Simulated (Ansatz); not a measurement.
System: C₂H₃O₂, charge 0, doublet. C2H3O2 (SMILES [CH2]C(=O)O, doublet).
B3LYP-D3(BJ)/def2-TZVP minimum from Ansatz (a first-principles code):
```xyz
7

C      0.0433     0.0886    -0.0502
O      0.2842     1.1633    -0.5641
O     -1.1757    -0.2094     0.4758
H     -1.7337     0.5723     0.3459
C      0.9861    -0.9936     0.0729
H      0.7081    -1.9254     0.5416
H      1.9810    -0.8476    -0.3170
```
Charge 0, spin multiplicity 2.

Total energies in hartree (Ansatz). Radicals and triplets start from unrestricted determinants; spin-orbit coupling is neglected. Correlated methods leave the cores frozen. No relativity. For partners of very few electrons the exact lower level stands in for a higher one. The UHF reference of C2H3O2 ([CH2]C(=O)O, doublet) is spin-contaminated (<S^2> up to 0.06 over the pure value in the sets run).

```tsv
species	HF/cc-pVTZ	CCSD(T)/cc-pVTZ	HF/cc-pVQZ	CCSD(T)/cc-pVQZ	CCSD(T)/cc-pVDZ	CCSDT(Q)/cc-pVDZ
1: C2H3O2 (SMILES [CH2]C(=O)O, doublet)	-227.27534	-228.08525	-227.29235	-228.15561	-227.85522	-227.85810
2: C (triplet)	-37.69157	-37.78076	-37.69331	-37.78654	-37.76038	-37.76071
3: O (triplet)	-74.81176	-74.97396	-74.81729	-74.99357	-74.90995	-74.91013
4: H (doublet)	-0.49981	-0.49981	-0.49995	-0.49995	-0.49928	-0.49928
```

**Question.** Work out the atomisation energy (electronic, to ground-state atoms) in kcal/mol: take Hartree-Fock from cc-pVQZ, extrapolate the CCSD(T) correlation energy as X^-3 (X = 3, 4), and add CCSDT(Q) - CCSD(T) in cc-pVDZ. 1 hartree = 627.51 kcal/mol.

**Answer.** 
Species 1: correlation (64·(-0.86326) - 27·(-0.80991))/37 = -0.90219; step -0.00288; E1 = -227.29235 + (-0.90219) + (-0.00288) = -228.19742
Species 2: correlation (64·(-0.09323) - 27·(-0.08919))/37 = -0.09618; step -0.00033; E2 = -37.69331 + (-0.09618) + (-0.00033) = -37.78982
Species 3: correlation (64·(-0.17628) - 27·(-0.16220))/37 = -0.18655; step -0.00018; E3 = -74.81729 + (-0.18655) + (-0.00018) = -75.00402
Species 4: correlation (64·(0.00000) - 27·(0.00000))/37 = 0.00000; step +0.00000; E4 = -0.49995 + (0.00000) + (+0.00000) = -0.49995
-1·E1 +2·E2 +2·E3 +3·E4 = 1.10989 hartree = 696.5 kcal/mol.
